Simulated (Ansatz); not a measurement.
`C[SiH2]O` + `[SiH3]`• → `[CH2][SiH2]O`• + SiH₄ at 298.15 K and 1 bar (hydrogen abstraction from a C–H bond).

Program: Ansatz. Geometries: PBE0-D4/def2-TZVP. ΔE: electronic, gas phase. CBS: MP2 limit from def2 TZ/QZ plus the TZ coupled-cluster correction, frozen cores. This one scheme is used for every species. No spin–orbit coupling; open shells (•) take unrestricted orbitals. One conformer a species, not always the lowest.

```csv
species,CCSD(T)/CBS energy (Eh),H − E (kJ/mol),S (J/(mol·K))
`C[SiH2]O`,-405.96945,193.7,296.5
`[SiH3]`•,-290.80808,66.0,217.1
`[CH2][SiH2]O`•,-405.29627,158.5,302.3
SiH₄,-291.46306,92.1,204.8
```

H − E and S are ideal-gas, rigid-rotor, harmonic terms from PBE0-D4/def2-TZVP, for one conformer and one mirror image of each species, with the whole ground term of open shells counted as degenerate. 1 Eh = 2625.50 kJ/mol, R = 8.31446 J/(mol·K).

Question: By hand: ΔE, ΔH, ΔS and ΔG.

Answer: ΔE = (-405.29627) + (-291.46306) − (-405.96945) − (-290.80808) = 0.01820 Eh = 47.8 kJ/mol. Δ(H − E) = 158.5 + 92.1 − 193.7 − 66.0 = -9.1, so ΔH = 38.7 kJ/mol. ΔS = 302.3 + 204.8 − 296.5 − 217.1 = -6.5 J/(mol·K). ΔG = 38.7 − 298.15 × (-6.5)/1000 = 40.6 kJ/mol.

Question: By hand: the equilibrium constant, and the temperature at which ΔG would vanish if ΔH and ΔS stayed fixed.

Answer: log₁₀ K = −ΔG/(RT ln 10) = -7.1. ΔH and −TΔS have one sign here, so there is no such temperature.

The number of gas molecules stays the same, so ΔS is small and ΔH decides. A doubt of 5 kJ/mol in ΔE shifts log₁₀ K by 0.9 here. Other conformers and mirror images would add mixing entropy, several J/(mol·K) or more a flexible species. These are equilibria of isolated gas molecules and say nothing of rates. Largest T1 diagnostic: 0.015 (customary marks: 0.02 for closed shells, 0.045 for open ones).

ΔS is within the doubt of such terms, so its sign, and with it that verdict, could turn.
